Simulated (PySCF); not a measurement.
Gas-phase reaction: SiF2 + SiCl3 + 2 SiH3Cl = SiCl2F2 + 3 SiH2Cl, at 1000 K and a standard pressure of 1 bar. Level: PBE/def2-SVP.

Method: PySCF energies plus ideal-gas RRHO corrections (1 bar). Open shells (unrestricted): SiCl3 (multiplicity 2), SiH2Cl (multiplicity 2); the rest are closed-shell singlets. SiH2Cl: computed as isolated molecules; such fragments, hydroxides, amides, oligomers or adducts are transient or little studied in the gas. The harmonic model lacks anharmonicity and excited electronic states, which grow with temperature; levels with a mode under 35 cm⁻¹ are left out.

| species | E (Ha) | H(1000 K) − E (kJ/mol) | S°(1000 K) (J/mol/K) |
|---|---|---|---|
| SiF2 | -488.67486 | 60.3 | 320.8 |
| SiCl3 | -1668.95770 | 84.5 | 417.2 |
| SiH3Cl | -750.94065 | 131.0 | 338.4 |
| SiCl2F2 | -1408.55043 | 111.9 | 442.6 |
| SiH2Cl | -750.29926 | 97.2 | 336.3 |
E: electronic energy; H − E holds the zero-point and thermal terms. 1 Ha = 2625.5 kJ/mol.

Q: Work out ΔH°, ΔS°, ΔG° and log10 K from these numbers.

A: 1. ΔE = 1×(-1408.55043) + 3×(-750.29926) − 1×(-488.67486) − 1×(-1668.95770) − 2×(-750.94065) = 0.06565 Ha = 172.4 kJ.
2. Δ(H − E) = 1×(111.9) + 3×(97.2) − 1×(60.3) − 1×(84.5) − 2×(131.0) = -3.3 kJ, so ΔH° = 169.1 kJ.
3. ΔS° = 1×(442.6) + 3×(336.3) − 1×(320.8) − 1×(417.2) − 2×(338.4) = 36.7 J/K; the number of gas molecules stays the same.
4. ΔG° = ΔH° − TΔS° = 169.1 − 1000×(36.7)/1000 = 132.4 kJ.
5. log10 K = −ΔG°/(RT ln 10) = -6.92, with RT ln 10 = 19.14 kJ/mol; at standard pressures the reactants are favoured.
6. A shift of 10 kJ in ΔE would move log10 K by 0.52 here.
For scale, ΔH°(298 K) is 166 kJ at this level, 198 kJ at ωB97M-V/def2-TZVP†, and runs from 93 to 241 kJ over the 20 levels computed († marks an energy on the PBE0/def2-TZVP geometry).
